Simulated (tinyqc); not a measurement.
Stretching all distances: RHF, UHF, MP2, CISD and CCSD against full CI in the sto-3g basis, for BH, spin multiplicity 1. Computed by the program tinyqc with PySCF. Command: `OMP_NUM_THREADS=1 python tinyqc.py 114674 114675 out.jsonl`; one thread of a shared host (Intel(R) Xeon(R) Processor @ 2.60GHz), about 8 s.

Geometry (angstrom):

| atom | x | y | z |
|---|---|---|---|
| B | 0.0000 | 0.0000 | 0.0000 |
| H | 0.0000 | 0.0000 | 1.0730 |

All coordinates are multiplied by the scale. c0^2 is the weight of the RHF determinant in the lowest singlet FCI state (UHF is spin-contaminated and may lie near states of higher spin) and n(LUMO) the first natural occupation beyond the occupied space.

Full CI energy (hartree) and errors against it (kcal/mol):

| scale | distance 1-2 (angstrom) | E(FCI) | RHF | UHF | MP2 | CISD | CCSD | <S^2> UHF | c0^2 | n(LUMO) |
|---|---|---|---|---|---|---|---|---|---|---|
| 0.9700 | 1.0408 | -24.784865 | 32.7393 | 23.3858 | 16.2874 | 0.8750 | 0.1204 | 0.5897 | 0.9156 | 0.0784 |
| 1.1900 | 1.2769 | -24.809664 | 36.8479 | 30.5479 | 17.7433 | 1.2147 | 0.0981 | 0.5036 | 0.9151 | 0.0717 |
| 1.4100 | 1.5129 | -24.788922 | 43.6902 | 39.5087 | 20.6819 | 1.8582 | 0.1000 | 0.4257 | 0.9046 | 0.0674 |
| 1.6300 | 1.7490 | -24.754591 | 53.4811 | 50.4642 | 25.2348 | 2.8897 | 0.1016 | 0.4282 | 0.8803 | 0.1126 |
| 1.8500 | 1.9850 | -24.720974 | 66.2811 | 49.7438 | 31.3955 | 4.3920 | 0.0923 | 0.6917 | 0.8371 | 0.2034 |
| 2.0700 | 2.2211 | -24.694508 | 81.7358 | 41.6975 | 38.7377 | 6.3531 | 0.0700 | 0.8126 | 0.7735 | 0.3296 |
| 2.2900 | 2.4572 | -24.676833 | 98.7930 | 34.6270 | 46.1294 | 8.5503 | 0.0393 | 0.9117 | 0.6974 | 0.4755 |

UHF lies below RHF over the whole range. The weight c0^2 goes from 0.92 to 0.70 and n(LUMO) from 0.08 to 0.48: static correlation grows as the bonds break into open-shell fragments. The spread of the error along the curve, which distorts its shape, is CCSD 0.1, CISD 7.7, UHF 27.1, MP2 29.8, RHF 66.1 kcal/mol.
